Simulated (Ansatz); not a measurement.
One starting cell of Pt (a generated cell, Pt placed in the AFLOW prototype A_hR1_166_a (A10, as in Hg)) was relaxed twice with Ansatz (plane waves, PAW, scalar-relativistic): with r2SCAN at 500 eV and with PBE at 420 eV. The r2SCAN result:

```xyz
1
Lattice="0.0000 1.9700 1.9700 1.9700 0.0000 1.9700 1.9700 1.9700 0.0000" Properties=species:S:1:pos:R:3 pbc="T T T"
Pt     0.0000     0.0000     0.0000
```

```tsv
quantity	r2SCAN	PBE
space group	Fm-3m	Fm-3m
volume (Å³/atom)	15.29	(withheld)
a (Å)	3.940	(withheld)
gap (eV, no spin-orbit coupling)	0.00	(withheld)
```

Question: Fill in the PBE column.

Answer: 
- volume (Å³/atom), PBE: 15.64
- a (Å), PBE: 3.970
- gap (eV, no spin-orbit coupling), PBE: 0.00

Both levels end in the same structure; PBE's volume is 2.3 % larger. Neither column is exact.

No spin polarisation in the result.

Measured for Pt: a 3.913 Å (static lattice; corrected from measurement; as listed in Daniel Mejia-Rodriguez, S. B. Trickey, Phys. Rev. B (2018)). Computed minus measured — a: r2SCAN +0.7 %, PBE +1.5 %. The computed values are for a static lattice.

The run could not lose the symmetry of its start.

Ansatz is a first-principles code.
